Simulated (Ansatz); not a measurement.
Input file:

```yaml
crystal:
  periodic: [false, false, false]
  atoms:
    - {symbol: Al, position_ang: [-1.700017, 0.000000, 0.000000]}
    - {symbol: H, position_ang: [-2.492941, 1.373384, 0.000000]}
    - {symbol: H, position_ang: [-2.492941, -1.373384, 0.000000]}
    - {symbol: H, position_ang: [0.226983, 0.000000, 0.000000]}
    - {symbol: Si, position_ang: [1.803983, 0.000000, 0.000000]}
basis:
  gaussian: {orbitals: cc-pVDZ}
magnetization: {spin_polarized: true, initial_magnetization: 2}
hamiltonian: {xc: {name: PBE}}
output: {orbitals: {seedname: orbitals}}
```

```sh
$ ansatz run in.yaml --threads 1 --pin off --events-out ev --progress --plain --max-ram 2393MiB
```

The program prints:

```
665 factors; their error is unknown
mean field evaluation 1: about -14509.8069 eV, gradient 1.1e1 eV
mean field evaluation 2: about -14500.0800 eV, gradient 2.5e1 eV
mean field evaluation 4: about -14511.1329 eV, gradient 1.2e0 eV
mean field evaluation 8: about -14511.1552 eV, gradient 1.0e-1 eV
mean field evaluation 16: about -14511.1289 eV, gradient 2.8e-5 eV
mean field evaluation 32: about -14509.4929 eV, gradient 2.9e-1 eV
mean field evaluation 64: about -14510.5017 eV, gradient 2.3e0 eV
mean field -14511.12888379 eV, -533.2741504828 hartree, gradient 2.8e-5 eV, S^2 2.006051; 12 other end points of the search recorded, 0 dependent functions left out
reference -14511.12892339 eV, -533.2741519382 hartree; 16, 14 occupied and 35, 37 virtual orbitals, 665 factors
Total energy: -14511.12892339 eV, -533.2741519382 hartree
```

Ran on 1 thread of Arm Neoverse V1, shared host: 9.5 s wall, 0.18 GiB peak host memory.
